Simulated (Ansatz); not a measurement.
Solid bromine, treated with B3LYP (VWN-RPA form) (Ansatz, a program for electronic structure, plane waves, PAW).

Settings: plane-wave cutoff 460 eV, 8×8×4 k mesh (along the axes of the cell as run), Fermi–Dirac smearing 0.01 eV, scalar-relativistic PAW data made under PBE.

Cell (measured lattice):

```cif
data_Br4
_chemical_formula_sum 'Br4'
_space_group_name_H-M_alt 'P 1'
_space_group_IT_number 1
_cell_length_a 4.10070
_cell_length_b 4.10070
_cell_length_c 8.70020
_cell_angle_alpha 90.000
_cell_angle_beta 90.000
_cell_angle_gamma 110.607
loop_
_space_group_symop_operation_xyz
  'x, y, z'
loop_
_atom_site_label
_atom_site_type_symbol
_atom_site_fract_x
_atom_site_fract_y
_atom_site_fract_z
_atom_site_occupancy
Br1 Br 0.87480 0.87480 0.88275 1
Br2 Br 0.62520 0.62520 0.38275 1
Br3 Br 0.37480 0.37480 0.61725 1
Br4 Br 0.12520 0.12520 0.11725 1
```

Task: What does this level give for the band gap and smallest direct gap on the k points sampled?

Result: 
- band gap: 3.10 eV (on the SCF k mesh) (indirect)
- smallest direct gap on the k points sampled: 3.19 eV

Note: cell and atoms aren't relaxed at this level (largest force component 0.24 eV/Å, pressure 1.1 GPa).

Spin–orbit coupling is not included.
